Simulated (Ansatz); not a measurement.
A run of Ansatz (development build ahead of 0.2.0) on triplet S2 at this shape:

```xyz
2

S     0.0000    0.0000   -1.0281
S     0.0000    0.0000    1.0281
```

Its results:

| Quantity | Value |
| --- | --- |
| Converged | yes |
| Reference energy | -795.08025 hartree |
| Correlation energy | -0.30594 hartree |
| Total energy | -795.38618 hartree |
| Spin squared of the determinant | 2.041 |

(1) Which input gives this output? Name the method, the orbitals and the basis set, and write the input.

Results:

(1) UHF-MP2 in cc-pVTZ.

```yaml
crystal:
  periodic: [false, false, false]
  atoms:
    - { symbol: S, position_ang: [0.0, 0.0, -1.02814] }
    - { symbol: S, position_ang: [0.0, 0.0, 1.02814] }
basis:
  gaussian: { orbitals: cc-pVTZ }
magnetization:
  spin_polarized: true
  initial_magnetization: 2
hamiltonian:
  xc: hf
correlation:
  method: mp2
  frozen_orbitals: { S: 5 }
```
